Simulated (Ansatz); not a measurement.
**HF (singlet): relaxing a cheap start**

Aim: relax a generated start of HF (singlet) and see which bonds hold.

Program: Ansatz 0.2.0, Gaussian basis. Level of theory: RKS PBE0/def2-TZVP. These are calculated values, not measurements.

**1. The starting structure**

2 atoms, charge 0, spin multiplicity 1.

Atoms are counted from 1 here; the program's logs count them from 0.

Bond lengths: F1–H2 0.880 Å.

Geometry (Å):

```mol
FH
  3D, bonds by distance, orders not assigned

  2  1  0  0  0  0  0  0  0  0999 V2000
    0.0000    0.0000    0.0000 F   0  0
    0.0000    0.0000    0.8800 H   0  0
  1  2  8  0
M  END
```

The start is set by covalent radii. Sticks and bond lists go by distance. 

**2. Relaxation**

in.yaml reads:

```yaml
crystal:
  periodic: [false, false, false]
  atoms:
    - {symbol: F, position_ang: [0.000000, 0.000000, 0.000000]}
    - {symbol: H, position_ang: [0.000000, 0.000000, 0.880000]}
basis:
  gaussian: {orbitals: def2-TZVP}
hamiltonian: {xc: pbe0}
relax: {f_tol: 0.004, max_steps: 80}
```

Run with:

```
$ ansatz run in.yaml --threads 1 --pin off --events-out ev --progress --plain --max-ram 2176MiB
```

**Question.** What will these runs give? Wanted: energy gained; shift from the start; total energy; dipole moment.

The runs gave:

| quantity | value |
| --- | --- |
| steps | 5 |
| energy gained | 0.054 eV |
| shift from the start (rms) | 0.020 Å |
| total energy | -2731.8017 eV |
| dipole moment | 1.93 D |

**Reading.** The bonds of the start are those of the end. F1–H2 went from 0.880 to 0.920 Å. No vibrations were run, so this is a stationary point, not a proven minimum, and this spin need not be the ground state's.
